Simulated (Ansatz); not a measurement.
I need an active-space calculation of AlBClH3, SMILES [AlH2][BH]Cl. Use Ansatz 0.2.0 through its Python package. Level of theory: SC-NEVPT2, 6-31G* basis, multiplicity 1.

```json
{"atom": "Al", "x (Å)": "-0.6733", "y (Å)": "0.4005", "z (Å)": "-0.5682"}
{"atom": "B", "x (Å)": "0.7494", "y (Å)": "-0.2951", "z (Å)": "0.6615"}
{"atom": "Cl", "x (Å)": "1.1544", "y (Å)": "-2.0809", "z (Å)": "0.5989"}
{"atom": "H", "x (Å)": "-1.4097", "y (Å)": "-0.5266", "z (Å)": "-1.5855"}
{"atom": "H", "x (Å)": "-1.0967", "y (Å)": "1.9895", "z (Å)": "-0.5556"}
{"atom": "H", "x (Å)": "1.3178", "y (Å)": "0.4486", "z (Å)": "1.4028"}
```

`run_cas.py`
```python
"""Static correlation in AlBClH3: natural occupations of an active space."""

import ansatz
from ase import Atoms

atoms = Atoms(["Al", "B", "Cl", "H", "H", "H"], positions=[
    (-0.6733, 0.4005, -0.5682),
    (0.7494, -0.2951, 0.6615),
    (1.1544, -2.0809, 0.5989),
    (-1.4097, -0.5266, -1.5855),
    (-1.0967, 1.9895, -0.5556),
    (1.3178, 0.4486, 1.4028),
])
molecule = ansatz.Crystal.molecule_from_ase(atoms)

calculation = (
    molecule.calculation()
    .basis(gaussian="6-31G*")
    .correlation(active_electrons=4, active_orbitals=5)
)
for method in ["sc_nevpt2"]:
    summary = (calculation if method is None else calculation.correlation(method)).run().report
    space = summary["configurations"]
    state = space["states"][0]
    print(method or "casscf", f"total {summary['free_energy_ev'] / 27.211386246:.6f} Ha, active-space state {state['energy']['hartree']:.6f} Ha, mean field {summary['reference_energy_ev'] / 27.211386246:.6f} Ha")
    print("  determinants", state["n_determinants"], " natural occupations", [round(n, 3) for n in space["natural_occupations"]])
print("effectively unpaired electrons, sum of min(n, 2 - n):", round(sum(min(n, 2 - n) for n in space["natural_occupations"]), 3))
```

```console
$ python run_cas.py
RunWarning: the results are in doubt because another end's mean lies 0.097 eV lower, and its corrected mean 0.142 eV higher
sc_nevpt2 total -728.049924 Ha, active-space state -727.831178 Ha, mean field -727.796814 Ha
  determinants 100  natural occupations [1.978, 1.957, 0.03, 0.024, 0.01]
effectively unpaired electrons, sum of min(n, 2 - n): 0.13
```
(Warnings from the package without file and line.)

Caveats:
- Total energies depend on the basis set; only differences at equal settings carry meaning.
- The geometry is a force-field or estimated start, not a minimum of this method, and the basis set is short of its limit. The active space starts as a window about the frontier orbitals and is then optimised, not chosen by chemistry.
- A lower CASSCF solution was found and passed over, so the printed active-space state isn't the lowest.
- The whole script took 3.3 s on 1 thread of Arm Neoverse V2, on a shared host, peak memory 0.18 GiB.

(Lines on the test bed's own set-up are left out of the output.)
